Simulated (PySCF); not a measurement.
Cartesian coordinates (Å):
```xyz
3

N     -0.0006     0.4481     0.0000
H     -0.8036    -0.2253     0.0000
H      0.8042    -0.2232     0.0000
```
Charge 0, spin multiplicity 2.

### Question
Predict the dipole moment, total energy and highest occupied spin orbital from PBE-D3(BJ)/def2-TZVP // BP86-D3(BJ)/def2-SVP (PySCF 2.14.0).

### Answer

- dipole moment = 1.91 D
- total energy = -55.8292 Ha
- highest occupied spin orbital = -7.20 eV
